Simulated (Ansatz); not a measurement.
How methods differ on BH2O (SMILES B[O])

The species is BH2O (4 atoms), meant as a doublet with charge 0. SMILES: `B[O]`. The shape was relaxed beforehand at r2SCAN/def2-SVP.

```xyz
4

B     0.0109   -0.0141   -0.0070
O     1.0331   -0.3433    0.6822
H    -1.0644   -0.5869    0.1465
H     0.0758    0.8840   -0.8418
```

Quantity: the dissociation energy of the H3–B1 bond into doublet H and singlet HBO (shapes relaxed at r2SCAN/def2-SVP, no zero-point term), in eV. The values are calculated.

```csv
level,kind,program,value (eV),CPU time (all runs)
UHF/def2-TZVPP,Hartree–Fock,Ansatz,0.93,0.68 s
USVWN5/def2-TZVPP,LDA,Ansatz,1.11,0.82 s
UBLYP/def2-TZVPP,GGA,Ansatz,0.91,1.4 s
U-r2SCAN/def2-TZVPP,meta-GGA,Ansatz,1.01,3.3 s
UB3LYP/def2-TZVPP,global hybrid,Ansatz,0.93,1.8 s
U-wB97M-V/def2-TZVPP,range-separated hybrid,Ansatz,0.75,5.3 s
UCAM-B3LYP/def2-TZVPP,range-separated hybrid,Ansatz,0.89,1.9 s
UB2PLYP/def2-TZVPP,double hybrid,Ansatz,0.65,2.4 s
RPA@PBE/def2-TZVPP,RPA,Ansatz,0.75,2.7 s
```

The values span 0.65 to 1.11 eV. A fragment with an even electron count was run as a singlet and may have a lower triplet. Measured bond enthalpies also hold zero-point and thermal terms, a few tenths of an eV less. CPU times are rough (shared hosts, several kinds of processor and program).
